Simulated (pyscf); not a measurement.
A first-order saddle from PySCF, ωB97X-D3(BJ)/def2-SVP:

```xyz
6

N     -1.0658    -0.3037     0.0863
H     -1.2684    -0.9259     1.3565
H     -0.8871    -1.1885    -0.3963
H     -2.0785    -0.1683    -0.0303
N     -0.5415     0.7435    -1.0542
H     -0.5077     1.6058    -0.4798
```
Charge 0, spin multiplicity 3.

Surface: triplet, charge 0. Lowest wavenumbers (cm⁻¹): 1543i, 261, 602, 671, 969.

Task: What reaction is this the transition state of?

Result: ammonia (NH₃) + NH [triplet] ⇌ •HN–NH₂ + H atom (H•), a substitution at N read from left to right: H–N broken and N–N formed. At CCSD(T)/def2-TZVPP + ΔMP2(QZVPP) it lies +59.8 kcal/mol from the left side and +25.6 kcal/mol from the right (each side as separated species at their lowest minima found). On the reactant side the descent ends in a complex, 4.9 kcal/mol under the separated species and 62.2 kcal/mol under the saddle at ωB97X-D3(BJ)/def2-TZVP. At ωB97X-D3(BJ) the barrier from the zero used here is 57.3 kcal/mol. •HN–NH₂ + H• also meet on a surface of lower spin, which isn't treated here. One saddle was located; it need not be the lowest between these sides. The angle at the attacked N is 161°. The CCSD(T) − MP2 part came from Ansatz, without density fitting, on the same reference. A UHF reference is spin-contaminated (<S²> up to 2.13), which harms MP2 most.
